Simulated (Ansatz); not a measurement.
Geometry optimisation, RKS B3LYP/STO-3G (Ansatz).

The input (input.yaml):

```yaml
crystal:
  periodic: [false, false, false]
  atoms:
    - { symbol: "N", position_ang: [-0.3241, 0.0472, -1.4887] }
    - { symbol: C, position_ang: [0.4956, -0.2005, -0.4745] }
    - { symbol: C, position_ang: [0.1985, -0.2108, 0.8227] }
    - { symbol: O, position_ang: [-0.9411, 0.1121, 1.3153] }
    - { symbol: F, position_ang: [1.208, -0.5356, 1.695] }
    - { symbol: H, position_ang: [-1.2343, 0.5273, -1.1481] }
    - { symbol: H, position_ang: [0.0759, 0.65, -2.2366] }
    - { symbol: H, position_ang: [1.5409, -0.4216, -0.8236] }
    - { symbol: H, position_ang: [-0.931, -0.0144, 2.3212] }
basis:
  gaussian: { orbitals: STO-3G }
hamiltonian:
  xc: b3lyp
relax:
  f_tol: 0.02
  max_steps: 50
```

Command:

```bash
$ ansatz run input.yaml --threads 1 --pin off --max-ram 2048MiB --backend cpu --events-out ev --progress --plain --runs-dir out
```

Q: Where does it end, and by what steps?

A: The run converged. Limits of this set-up: minimal basis. After 7 steps the energy has fallen by 1.169 eV; H7 moved furthest, 0.16 Å.

| step | energy less start (eV) | largest force component (eV/Å) | accepted |
| --- | --- | --- | --- |
| 0 | 0.0000 | 7.742 | yes |
| 1 | -0.9868 | 2.412 | yes |
| 2 | -1.1313 | 0.781 | yes |
| 3 | -1.1459 | 0.543 | yes |
| 4 | -1.1662 | 0.145 | yes |
| 5 | -1.1679 | 0.048 | yes |
| 6 | -1.1687 | 0.045 | yes |
| 7 | -1.1691 | 0.015 | yes |

```xyz
9
Properties=species:S:1:pos:R:3
N -0.393 0.018 -1.565
C 0.607 -0.203 -0.510
C 0.286 -0.219 0.810
O -1.022 0.129 1.272
F 1.152 -0.568 1.822
H -1.230 0.459 -1.091
H -0.019 0.779 -2.201
H 1.611 -0.488 -0.843
H -0.904 0.046 2.289
```

Run time: 18 s on 1 thread of Arm Neoverse V1 (shared host), peak memory 0.14 GiB.
